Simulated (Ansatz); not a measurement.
Base system: CdTe in the zinc blende structure (space group F-43m, No. 216; a = 6.558 Å).

All numbers come from r2SCAN, PAW, 500 eV (Ansatz, a first-principles code; no spin-orbit coupling).

It is then changed as follows: every Cd is replaced by Hg, then cell and atoms are relaxed.

Measured lattice parameter a: CdTe 6.48 Å (room temperature; as listed in M J Lucero, T M Henderson, G E Scuseria, Journal of Physics Condensed Matter (2012)); HgTe 6.46 Å (room temperature; as listed in R. J. Cava et al., Journal of Materials Chemistry C (2013)).

### Question
How well does r2SCAN reproduce the measured shift?

### Answer
With r2SCAN the lattice parameter a moves by +0.015 Å (6.558 → 6.573) against -0.020 Å measured, the wrong sign.

No phonon test of stability was made. The final runs are not spin-polarised.
